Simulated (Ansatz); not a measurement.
# C₂HFO: an energy map over bond length C2–C3 and angle C2–C3–F4

How does the energy of C₂HFO, SMILES O=C=CF change over two coordinates at once? A grid of runs gives the map.

The runs use Ansatz 0.2.0; RKS wB97X-V/def2-TZVP.

## 1. Starting geometry

SMILES `O=C=CF`, 5 atoms, charge 0, spin multiplicity 1.

Atoms are counted from 1 here; the program's logs count them from 0.

Bond lengths: O1–C2 1.179 Å, C2–C3 1.336 Å, C3–F4 1.354 Å, C3–H5 1.100 Å. Angles: O1–C2–C3 177.7°, C2–C3–F4 121.8°, C2–C3–H5 120.6°, F4–C3–H5 117.6°.

Geometry (Å):

```mol
C2HFO
  3D, bonds by distance, orders not assigned

  5  4  0  0  0  0  0  0  0  0999 V2000
    0.6502   -1.3244    1.3499 O   0  0
    0.2670   -0.5441    0.5536 C   0  0
   -0.1312    0.3741   -0.3307 C   0  0
   -1.1543    0.1424   -1.1866 F   0  0
    0.3682    1.3521   -0.3863 H   0  0
  1  2  8  0
  2  3  8  0
  3  4  8  0
  3  5  8  0
M  END
```

This geometry comes from a loose relaxation at PBE in a small basis, which is not shown.

## 3. The grid

First coordinate, bond length C2–C3: 7 values from 1.107 to 1.714 Å. Second coordinate, angle C2–C3–F4: 7 values from 84.9 to 154.9 °.

Nothing else is relaxed (all other coordinates rigid). Energies count from the relaxed molecule at the same level.

(The set-up runs are not shown.)

## 4. Grid point bond length C2–C3 = 1.714 Å, angle C2–C3–F4 = 119.9°

input.yaml reads:

```yaml
crystal:
  periodic: [false, false, false]
  atoms:
    - { symbol: O, position_ang: [0.62737, -1.318613, 1.324424] }
    - { symbol: C, position_ang: [0.266595, -0.534447, 0.548636] }
    - { symbol: C, position_ang: [-0.230405, 0.655682, -0.580248] }
    - { symbol: F, position_ang: [-1.257644, 0.39771, -1.425626] }
    - { symbol: H, position_ang: [0.246891, 1.620936, -0.650252] }
basis:
  gaussian: { orbitals: def2-TZVP }
hamiltonian:
  xc: { name: wB97X-V }
output:
  forces: true
```

On the command line:

```bash
> ansatz run input.yaml --threads 1 --pin off --max-ram 2560MiB --backend cpu --events-out ev --progress --plain --runs-dir out
```

The session goes on with these runs: the other points that were computed.

Before running it: what results should come out? Wanted: lowest point; highest computed point; largest force on an atom; dipole moment.

**Answer**, as computed:

```
                       quantity                                                                                                                                                  value
                   lowest point                                                                                        bond length C2–C3 = 1.310 Å, angle C2–C3–F4 = 119.9°, 0.0022 eV
         highest computed point                                                                         bond length C2–C3 = 1.714 Å, angle C2–C3–F4 = 154.9°, 3.68 eV above the lowest
largest force on an atom (eV/Å)    0.5 at bond length C2–C3 = 1.310 Å, angle C2–C3–F4 = 119.9° to 24.4 at bond length C2–C3 = 1.107 Å, angle C2–C3–F4 = 84.9°; 0.5 at the lowest point
              dipole moment (D)  0.56 at bond length C2–C3 = 1.512 Å, angle C2–C3–F4 = 154.9° to 2.80 at bond length C2–C3 = 1.107 Å, angle C2–C3–F4 = 84.9°; 1.39 at the lowest point
        time for the whole task                                                                                                                       8.2 min on 1 thread, shared host
```

The lowest computed point is at bond length C2–C3 = 1.310 Å, angle C2–C3–F4 = 119.9°, 0.0022 eV from the relaxed molecule at the same level. The grid is coarse, so the lowest point of the scanned range may lie between grid points; coordinates that were held can hide deeper minima. No other kind of well shows on this grid. The highest computed point, bond length C2–C3 = 1.714 Å, angle C2–C3–F4 = 154.9°, lies 3.68 eV above the lowest. Round the minimum the two coordinates are nearly uncoupled.
